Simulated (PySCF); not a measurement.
Molecule: `C=NC1=CCC1`, C$_{5}$H$_{7}$N.

Atom-mapped SMILES (the numbers label the heavy atoms): `[CH2:1]=[N:2][C:3]1=[CH:4][CH2:5][CH2:6]1`. Each H is labelled by its parent atom. Ha(C1) is cis to C3; Hb(C1) is trans to C3.

Spin–spin couplings on one PBE0-D3(BJ)/def2-SVP geometry, PySCF, gas phase, non-relativistic, equivalent pairs averaged (spin–dipole term only in couplings to heteroatoms); isotopes ¹³C, ¹H; functional B3LYP.

How do the couplings (Hz) change with the basis set? Times are CPU seconds on shared hosts with different chips, so compare them loosely. Far from the basis limit: 6-31G*, pcJ-0, 6-31G-J, def2-TZVP, cc-pVTZ.

## Answers


```
basis set  functions  ¹J(C1,Hb(C1))  ¹J(C4,H(C4))  ¹J(C1,Ha(C1))  ¹J(C5,H(C5))  ¹J(C6,H(C6))  ¹J(C3,C4)  ¹J(C4,C5)  core-s
   6-31G*         98          184.9         171.0          164.1         154.9         154.2       94.5       50.8     8.3
    pcJ-0         99          168.2         166.7          142.7         125.3         123.7       56.4       27.1       9
  6-31G-J        100          202.1         188.8          167.2         149.9         147.5       73.2       35.4     9.7
def2-TZVP        228          183.8         171.6          155.6         137.1         135.0       69.7       32.9      33
  cc-pVTZ        278          175.1         165.6          146.9         127.5         126.4       83.7       27.0      42
```

The Fermi-contact term samples the wavefunction at the nucleus, which is why sets with added tight s functions (names with J) are made for couplings.
